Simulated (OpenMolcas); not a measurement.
**One shape, several levels: CH7BSi (SMILES CB[SiH3])**

Aim: a comparison of 6 runs (HF/3-21G, HF/6-311+G**, M06-2X/6-311+G**, M06-L/6-311+G**, TPSS/6-311+G**, CCSD(T)/6-311+G**) of CH7BSi. 

The results are computed with OpenMolcas 26.06.

1 further run of the same task is left out (set aside as unsound or not needed).

## (1) Starting point

The species is CH7BSi (10 atoms), meant as a singlet with charge 0. As SMILES, `CB[SiH3]`. The B2–H7 distance was set to 2.163 Å, away from the relaxed value. At this shape a bond of the SMILES string is far longer than usual.

Bond lengths: C1–B2 1.550 Å, B2–Si3 2.018 Å, C1–H4 1.106 Å, C1–H5 1.092 Å, C1–H6 1.091 Å, Si3–H8 1.491 Å, Si3–H9 1.491 Å, Si3–H10 1.494 Å. Some angles: C1–B2–Si3 124.4°, B2–C1–H4 102.7°, B2–C1–H5 114.9°, B2–C1–H6 116.1°, B2–Si3–H8 111.7°, B2–Si3–H9 114.0°, B2–Si3–H10 107.9°, H4–C1–H5 105.3°, H4–C1–H6 106.0°, H5–C1–H6 110.4°.

## (2) A single-point energy at HF/3-21G (run 1)

File job.input:

```
&GATEWAY
 BASLIB = $CurrDir
 COORD
 10
 angstrom
 C       -1.411734       1.205796       0.298123
 B       -0.211834       0.231096       0.185123
 Si       0.690266      -0.652304       1.759823
 H       -2.282234       0.538296       0.158823
 H       -1.481734       1.942996      -0.504977
 H       -1.552434       1.684896       1.268423
 H        0.516800      -0.288200      -1.783700
 H        0.830366      -2.123304       1.560523
 H        0.001066      -0.423404       3.061723
 H        2.069866      -0.090004       1.874323
 BASIS = 3-21G
 GROUP = NoSym

&SEWARD

&SCF
 THRESHOLDS = 1e-10 1e-07 1e-07 1e-05
 PRORBITALS = 1 2
```

The basis set 3-21G is read from a file made from the Basis Set Exchange's data (not shown).

The run is started by

```
$ export MOLCAS_MEM=1860
$ pymolcas job.input > job.log
```

Standard output:

```text
--- Start Module: gateway ---
[...]
--- Stop Module: gateway /rc=_RC_ALL_IS_WELL_ ---
--- Start Module: seward ---
[...]
      Basis functions           45
--- Stop Module: seward /rc=_RC_ALL_IS_WELL_ ---
[...]
--- Start Module: scf ---
[...]
       Convergence after  13 Iterations
[...]
::    Total SCF energy                               -353.5002653778
[...]
      Total spin, S                                     0.0000000000
[...]
      Total electronic charge=   32.000000
      Total            charge=   -0.000000
[...]
      Dipole Moment (debye):
      Origin of the operator (angstrom)=   -0.0323    0.0003    1.0429
                   X= -1.4784E+00               Y=  9.0855E-01               Z=  1.4601E+00           Total=  2.2679E+00
      Quadrupole Moment (debye*angstrom):
[...]
--- Stop Module: scf /rc=_RC_ALL_IS_WELL_ ---
[...]
```

Run time: 3.3 s. Hardware: 1 thread of Intel Xeon Platinum 8259CL at 2.50GHz (Skylake/Cascade Lake), shared host; peak memory 0.38 GiB.

## (3) A single-point energy at HF/6-311+G(d,p) (run 2)

File calc.input:

```
>>> EXPORT MOLCAS_PRINT=2

&GATEWAY
 BasLib=$CurrDir
 Coord
 10
 angstrom
 C       -1.411734       1.205796       0.298123
 B       -0.211834       0.231096       0.185123
 Si       0.690266      -0.652304       1.759823
 H       -2.282234       0.538296       0.158823
 H       -1.481734       1.942996      -0.504977
 H       -1.552434       1.684896       1.268423
 H        0.516800      -0.288200      -1.783700
 H        0.830366      -2.123304       1.560523
 H        0.001066      -0.423404       3.061723
 H        2.069866      -0.090004       1.874323
 Basis=6-311pGss
 Group=NoSym

&SEWARD

&SCF
 Thresholds=1e-10 1e-07 1e-07 1e-05
 PrOrbitals=1 2
```

The basis set 6-311+G** is read from a file made from the Basis Set Exchange's data (not shown).

The run is started by

```
$ export MOLCAS_MEM=1860
$ pymolcas calc.input > calc.log
```

Standard output:

```text
--- Start Module: gateway ---
[...]
--- Stop Module: gateway /rc=_RC_ALL_IS_WELL_ ---
--- Start Module: seward ---
[...]
      Basis functions          116
--- Stop Module: seward /rc=_RC_ALL_IS_WELL_ ---
[...]
--- Start Module: scf ---
[...]
       Convergence after  13 Iterations
[...]
::    Total SCF energy                               -355.4353305246
[...]
      Total spin, S                                     0.0000000000
[...]
      Total electronic charge=   32.000000
      Total            charge=   -0.000000
[...]
      Dipole Moment (debye):
      Origin of the operator (angstrom)=   -0.0323    0.0003    1.0429
                   X= -1.7084E+00               Y=  1.1122E+00               Z=  2.1126E+00           Total=  2.9358E+00
      Quadrupole Moment (debye*angstrom):
[...]
--- Stop Module: scf /rc=_RC_ALL_IS_WELL_ ---
[...]
```

Run time: 20 s. Hardware: 1 thread of Intel Xeon Platinum 8259CL at 2.50GHz (Skylake/Cascade Lake), shared host; peak memory 0.71 GiB.

Run 3 isn't shown in full; the table further down has it.

## (4) The energy at M06-L/6-311+G(d,p) (run 4)

File mol.inp:

```
&GATEWAY
BasLib=$CurrDir
Coord
10
bohr
C     -2.66779062     2.27862420     0.56337082
B     -0.40030824     0.43670815     0.34983177
Si     1.30441369    -1.23267591     3.32558350
H     -4.31279721     1.01723201     0.30013197
H     -2.80007145     3.67173030    -0.95426823
H     -2.93367509     3.18399199     2.39697208
H      0.97661046    -0.54461907    -3.37070449
H      1.56916432    -4.01246304     2.94896108
H      0.00201445    -0.80011760     5.78581794
H      3.91147985    -0.17008291     3.54195714
Basis=6-311pGss
Group=NoSym
&SEWARD
GridInput
Grid=UltraFine
End of Grid
&SCF
KSDFT=M06L
Thresholds=1e-10 1e-07 1e-07 1e-05
PrOrbitals=1 2
```

The basis set 6-311+G** is read from a file made from the Basis Set Exchange's data (not shown).

The run is started by

```
$ export MOLCAS_MEM=1860
$ pymolcas mol.inp > mol.log
```

Standard output:

```text
--- Start Module: gateway ---
[...]
--- Stop Module: gateway /rc=_RC_ALL_IS_WELL_ ---
--- Start Module: seward ---
[...]
      Basis functions          116
--- Stop Module: seward /rc=_RC_ALL_IS_WELL_ ---
[...]
--- Start Module: scf ---
[...]
       Convergence after  15 Iterations
[...]
::    Total KS-DFT energy                            -356.5388655888
[...]
      Total spin, S                                     0.0000000000
[...]
      Total electronic charge=   32.000000
      Total            charge=   -0.000000
[...]
      Dipole Moment (debye):
      Origin of the operator (angstrom)=   -0.0323    0.0003    1.0429
                   X= -1.5675E+00               Y=  1.0085E+00               Z=  1.7172E+00           Total=  2.5344E+00
      Quadrupole Moment (debye*angstrom):
[...]
--- Stop Module: scf /rc=_RC_ALL_IS_WELL_ ---
[...]
```

It took 83 s on 1 thread of Intel Xeon Platinum 8259CL at 2.50GHz (Skylake/Cascade Lake), shared host; peak memory 0.71 GiB.

Run 5 isn't shown in full; the table further down has it.

## (5) A single-point energy at CCSD(T)/6-311+G(d,p) (Cholesky decomposition) (run 6)

File calc.inp:

```
* CH7BSi CCSD(T)

&gateway
  baslib=$CurrDir
  coord
  10
  angstrom
  C       -1.411734       1.205796       0.298123
  B       -0.211834       0.231096       0.185123
  Si       0.690266      -0.652304       1.759823
  H       -2.282234       0.538296       0.158823
  H       -1.481734       1.942996      -0.504977
  H       -1.552434       1.684896       1.268423
  H        0.516800      -0.288200      -1.783700
  H        0.830366      -2.123304       1.560523
  H        0.001066      -0.423404       3.061723
  H        2.069866      -0.090004       1.874323
  basis=6-311pGss
  group=NoSym

&seward
  high

&scf
  thresholds=1e-10 1e-07 1e-07 1e-05
  prorbitals=1 2

&chcc
  frozen=7
  threshold=1e-08
  maxiterations=80

&cht3
  frozen=7
```

The basis set 6-311+G** is read from a file made from the Basis Set Exchange's data (not shown).

The run is started by

```
$ export MOLCAS_MEM=1860
$ pymolcas calc.inp > calc.log
```

Standard output:

```text
--- Start Module: gateway ---
[...]
--- Stop Module: gateway /rc=_RC_ALL_IS_WELL_ ---
[...]
      Basis functions          116
[...]
       Convergence after  13 Iterations
[...]
::    Total SCF energy                               -355.4353305164
[...]
      Total spin, S                                     0.0000000000
[...]
      Total electronic charge=   32.000000
      Total            charge=   -0.000000
[...]
      Dipole Moment (debye):
      Origin of the operator (angstrom)=   -0.0323    0.0003    1.0429
                   X= -1.7084E+00               Y=  1.1122E+00               Z=  2.1126E+00           Total=  2.9358E+00
      Quadrupole Moment (debye*angstrom):
[...]
--- Start Module: chcc ---
[...]
--- Stop Module: chcc /rc=_RC_ALL_IS_WELL_ ---
[...]
--- Start Module: cht3 ---
[...]
--- Stop Module: cht3 /rc=_RC_ALL_IS_WELL_ ---
[...]
```

Run time: 15 min. Hardware: 1 thread of Intel Xeon Platinum 8259CL at 2.50GHz (Skylake/Cascade Lake), shared host; peak memory 0.25 GiB.

## (6) Overview of the runs

| run | level | integration grid | integral approximation | energy (Eh) | dipole moment (D) of the reference | HOMO energy (eV) | LUMO energy (eV) | wall time |
| --- | --- | --- | --- | --- | --- | --- | --- | --- |
| 1 | HF/3-21G | – | none | -353.500265 | 2.27 | -8.97 | 1.66 | 3.3 s |
| 2 | HF/6-311+G** | – | none | -355.435331 | 2.94 | -9.18 | 1.11 | 20 s |
| 3 | M06-2X/6-311+G** | UltraFine | none | -356.470302 | 2.47 | -7.85 | -1.31 | 81 s |
| 4 | M06-L/6-311+G** | UltraFine | none | -356.538866 | 2.53 | -6.07 | -2.64 | 83 s |
| 5 | TPSS/6-311+G** | UltraFine | none | -356.592519 | 2.51 | -6.07 | -3.01 | 81 s |
| 6 | CCSD(T)/6-311+G** (Cholesky decomposition) | – | CD high | -355.867332 | 2.94 | -9.18 | 1.11 | 15 min |

## (7) Outcome

| quantity | value |
| --- | --- |
| run 6: total energy | -355.86733 Eh |
| run 6: dipole moment (mean-field density) | 2.94 D |
| run 6: HOMO energy (Hartree–Fock orbitals) | -9.18 eV |
| run 6: LUMO energy (Hartree–Fock orbitals) | 1.11 eV |
| run 6: HOMO–LUMO gap (Hartree–Fock orbitals) | 10.29 eV |
| run 6: correlation energy (7 core orbitals frozen) | -432.0 mEh |
| run 6: (T) correction | -14.38 mEh |

What this shows: Over runs 1, 2, 3, 4, 5 the dipole moment (its size) runs from 2.27 D (HF/3-21G) to 2.94 D (HF/6-311+G**). Over runs 1, 2, 3, 4, 5 the HOMO–LUMO gap runs from 3.06 eV (TPSS/6-311+G**) to 10.64 eV (HF/3-21G). The two ends differ in method and basis. Totals of different functionals can't be ranked against each other. All runs together took 20 min, the longest 15 min.
